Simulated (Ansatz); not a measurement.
`N#COCO` and `N#COCN` differ in one atom or group.

Ansatz, PBE0-D4/def2-TZVP geometries, multiplicity 1. Each molecule was computed in one conformer, which needn't be the lowest.

```tsv
property	`N#COCO`
HOMO–LUMO gap (ωB97M-V/def2-TZVPP) / eV	12.68
ideal-gas entropy at 298 K and 1 bar (rigid rotor, harmonic PBE0-D4/def2-TZVP) / J/(mol·K)	309
LUMO energy (PBE0/def2-TZVPP) / eV	0.30
HOMO energy (PBE/def2-TZVPP) / eV	-7.11
HOMO energy (PBE0/def2-TZVPP) / eV	-8.58
zero-point energy (PBE0-D4/def2-TZVP) / kJ/mol	147.4
```

(1) What does the change do to each property? (Best estimate.)

## Answers

(1) Computed: 
```
                                                                                  property  `N#COCN`  shift
                                                   HOMO–LUMO gap (ωB97M-V/def2-TZVPP) / eV     12.50  -0.18
ideal-gas entropy at 298 K and 1 bar (rigid rotor, harmonic PBE0-D4/def2-TZVP) / J/(mol·K)       311      2
                                                        LUMO energy (PBE0/def2-TZVPP) / eV      0.51   0.21
                                                         HOMO energy (PBE/def2-TZVPP) / eV     -6.80   0.31
                                                        HOMO energy (PBE0/def2-TZVPP) / eV     -8.27   0.31
                                            zero-point energy (PBE0-D4/def2-TZVP) / kJ/mol     180.2   32.8
```

With PBE0 the HOMO rises by 0.31 eV and the LUMO rises by 0.21 eV, so the gap narrows by about 0.10 eV. PBE moves the HOMO by 0.31 eV and ωB97M-V by 0.32 eV. The zero-point energy changes by 32.8 kJ/mol with +3 modes. Modes under 60 cm⁻¹, often nearly free rotors, make the harmonic entropy too high.
